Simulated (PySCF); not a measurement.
Electronic absorption of 3-fluoropropan-1-amine

Species: 3-fluoropropan-1-amine, C3H8FN.
Cartesian coordinates in Å at the PBE0-D3(BJ)/def2-SVP level; atoms count from 1:
```
atom  x, y, z in Å
N1     1.5698   -0.7978    0.0344
C2     0.8432    0.2690   -0.6267
C3    -0.3900    0.6652    0.1751
C4    -1.3869   -0.4618    0.3006
F5    -1.8648   -0.8032   -0.9471
H6     2.2599   -1.2095   -0.5883
H7     2.0817   -0.4390    0.8384
H8     0.5005   -0.1022   -1.6060
H9     1.4472    1.1777   -0.8306
H10   -0.8786    1.5330   -0.2984
H11   -0.0946    0.9853    1.1906
H12   -2.2445   -0.1688    0.9299
H13   -0.8984   -1.3486    0.7360
```

Computed with PySCF, TDDFT B3LYP/def2-SVPD, vertical, gas phase, core orbitals frozen in the response.

**Question.** List the vertical singlet excitations with oscillator strengths and describe the spectrum.

**Answer.** 

```tsv
state	E (eV)	ν̃ (cm⁻¹)	f	|μ| (D)	main configurations (H = HOMO, L = LUMO)
S1	6.08	49030	0.011	0.68	H→L (96%)
S2	7.03	56670	0.0042	0.40	H→L+1 (88%)
S3	7.21	58160	0.051	1.37	H→L+2 (88%), H→L+3 (10%)
S4	7.42	59880	0.0075	0.52	H→L+3 (78%), H→L+2 (10%)
S5	7.86	63430	0.011	0.60	H→L+4 (93%)
S6	8.34	67250	0.0010	0.18	H→L+5 (77%), H→L+6 (19%)
```

The lowest singlet comes at 204 nm (587 kJ/mol) in the ultraviolet; it is weak; its leading configuration is HOMO→LUMO (96%). The strongest level in the table is S3 at 7.21 eV (172 nm, f = 0.051). Löwdin shares by element: HOMO nitrogen 62%, carbon 13% or more, hydrogen 13% or more; LUMO hydrogen 26% or more, carbon 17% or more, nitrogen 11% (atoms not listed hold the other 46%). Of the 6 states listed, 3 reach f = 0.01 and none stays under 0.0005. The listed states span 2.26 eV, and the widest gap between neighbours is 0.95 eV (S1 to S2). The oscillator strengths of these states sum to 0.086; summed over the whole spectrum of an exact calculation they would give the number of electrons, 42 (Thomas–Reiche–Kuhn). Only the lowest 6 singlets were computed, as vertical energies without vibronic structure.

Cost: about 40 s of CPU time on one thread; the machine was shared, so the figure is rough.

One conformer stands for the species.
